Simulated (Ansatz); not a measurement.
**doublet CP: levels of theory in one basis**

| atom | x (Å) | y (Å) | z (Å) |
| --- | --- | --- | --- |
| C | 0.0000 | 0.0000 | 0.0000 |
| P | 0.0000 | 0.0000 | 1.6401 |

Basis set: def2-SVP (spherical functions). Left uncorrelated: 6 orbitals. Correlation on ROHF uses semicanonical orbitals with singles. Charge 0, multiplicity 2.

Computed with Ansatz (development build ahead of 0.2.0); each method stands on the lowest determinant of its kind that the runs found.

```csv
method,E − E(ROHF) (eV),<S²> of the determinant
ROHF,0.00,–
UHF,-1.27,1.86
ROHF-MP2,-6.47,–
UHF-MP2,-5.38,1.86
ROHF-CCSD(T),-7.33,–
UHF-CCSD(T),-7.23,1.86
```

(1) What does UHF-CCSDT(Q) give on the same scale?

Results:

(1) -7.41 eV.

Caution for ROHF, ROHF-MP2, ROHF-CCSD(T): an unrestricted determinant lies well below. Caution for UHF, UHF-MP2, UHF-CCSD(T), UHF-CCSDT(Q): the unrestricted determinant is a mixture of spin states. Caution for UHF-CCSD(T): another reference gives a lower total.
